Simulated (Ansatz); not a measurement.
Energy needed to pull apart C2H2OS (SMILES OC=C=S), closed shell, into free ground-state atoms, from the structure below (displaced at random from a GFN2-xTB minimum); no zero-point or spin–orbit terms; open-shell atoms are treated unrestricted, in their ground-state multiplicity.

O1  (0.320, 1.104, -0.759)
C2  (-0.008, 0.188, 0.204)
C3  (-0.180, -1.114, -0.043)
S4  (-0.329, -2.647, -0.166)
H5  (0.395, 1.923, -0.375)
H6  (-0.107, 0.499, 1.198)
(Å)

Computed with Ansatz 0.2.0 (basis: def2-TZVPP); correlated methods freeze the cores.

```json
{"method": "PBE-D4", "atomization energy (kcal/mol)": "598.4"}
{"method": "r2SCAN-D4", "atomization energy (kcal/mol)": "?"}
{"method": "PBE0-D4", "atomization energy (kcal/mol)": "574.1"}
{"method": "r2SCANh-D4", "atomization energy (kcal/mol)": "565.7"}
{"method": "LC-wPBE", "atomization energy (kcal/mol)": "562.4"}
{"method": "wB97M-V", "atomization energy (kcal/mol)": "570.0"}
{"method": "HF", "atomization energy (kcal/mol)": "?"}
{"method": "MP2", "atomization energy (kcal/mol)": "568.4"}
{"method": "CCSD", "atomization energy (kcal/mol)": "531.2"}
{"method": "CCSD(T)", "atomization energy (kcal/mol)": "547.4"}
```

(1) What does HF give? (Judge from chemistry; the value comes from the calculation.)

(2) What does r2SCAN-D4 give? (Judge from chemistry; the value comes from the calculation.)

T1 diagnostic: at most 0.017. The restricted Hartree–Fock reference is unstable towards an unrestricted one here.

Answers

(1) By the calculation: 367.1 kcal/mol, which is about 180.3 kcal/mol less than CCSD(T)/def2-TZVPP.

(2) Computed: 573.7 kcal/mol, which is about 26.3 kcal/mol more than CCSD(T)/def2-TZVPP.

In triple zeta the MP2 and coupled-cluster atomization energies are still short of their basis limit by a few kcal/mol a bond, whereas those of the functionals are nearly converged, so these differences are not deviations from converged CCSD(T).

For scale, one of the runs: CCSD(T)/def2-TZVPP forces, 163 basis functions (an equivalent command: `ansatz run in.yaml --threads 4`). The run took 56 s on 4 CPU threads (shared host), with 2.4 GiB of host memory at its peak.
